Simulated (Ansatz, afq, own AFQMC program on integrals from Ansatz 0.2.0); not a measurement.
**BeNH$_{2}$, quartet in cc-pVDZ along one coordinate**

```
atom   x (Å)    y (Å)    z (Å)
   N  0.0000  -0.0640   0.6373
  Be  0.0000  -0.1312  -1.0356
   H  0.0000   0.7431   1.2673
   H  0.0000   1.3195  -0.8635
```

The N1–Be2 distance is changed with both sides rigid. Energies in kJ/mol count from this geometry (1.674 Å) at the same level; the start stands on UHF, each point on the determinant named.

Basis cc-pVDZ. Only valence electrons are correlated. AFQMC by an in-house program on the Cholesky factors that Ansatz 0.2.0 writes for its CCSD(T) run. ph-AFQMC/CISD is guided by a CISD state made of CCSD amplitudes; releasing the constraint for a short imaginary time cuts its bias at the price of noise, slowly where states lie close. Uncertainties: one standard error, sampling alone.

Cautions, each for one point or more: lower spins were not checked; the ph-AFQMC/CISD walk drifts between its halves.

| r(N1–Be2) / Å | det. | T1 | weight | ⟨S²⟩ | CCSD(T) | ph-AFQMC/CISD | released AFQMC | CCSDT(Q) | MP2 | PBE |
| --- | --- | --- | --- | --- | --- | --- | --- | --- | --- | --- |
| 1.337 | UHF | 0.017 | 0.92 | 3.78 | 144.9 | 145.8 ± 1.1 | 146.2 ± 1.5 | 145.3 | 130.5 | 132.0 |
| 2.051 | UHF | 0.023 | 0.92 | 3.77 | 12.4 | 12.9 ± 1.2 | 13.4 ± 1.7 | 12.8 | 8.5 | 36.0 |
| 2.638 | UHF | 0.013 | 0.93 | 3.77 | 34.1 | 34.7 ± 1.1 | 35.3 ± 1.4 | 35.4 | 26.5 | 88.1 |
| 3.754 | UHF | 0.012 | 0.93 | 3.77 | 46.7 | 49.5 ± 1.0 | 49.0 ± 1.4 | 48.3 | 38.7 | 113.8 |
| 5.793 | UHF | 0.011 | 0.93 | 3.77 | 53.4 | 54.9 ± 1.0 | 55.4 ± 1.3 | 55.0 | 45.3 | 122.6 |

Weight is that of the determinant in the CISD state; at the start T1 is 0.035 and the weight 0.90, and ⟨S²⟩ is 3.77. Largest departures from CCSDT(Q), at the points where its series has closed: CCSD(T) -1.6 kJ/mol at 5.793 (on UHF), ph-AFQMC/CISD 1.2 kJ/mol at 3.754 (on UHF) (within the noise), released AFQMC 0.9 kJ/mol at 1.337 (on UHF) (within the noise), MP2 -14.8 kJ/mol at 1.337 (on UHF), PBE 67.6 kJ/mol at 5.793. Functionals count only at points shown to share the start's state and spin. In this small basis the wave-function levels are far from their limit, so their gap to the functionals isn't the functionals' error.

Some points may be missing: those where a free walk finds a much lower state, and past Zn most of those on another determinant than at the start.

CCSDT and higher add their correlation energy to the determinant of the CCSD(T) run, since their own runs factorise the integrals more tightly (a shift of under 2 meV). A walk keeps the symmetry of its determinant, which the program's search chose and which needn't be the lowest solution, so a lower state of the same spin and another symmetry isn't excluded. Released energies are given only where the last usable release times agree within the noise; a slower fall can still hide under it.
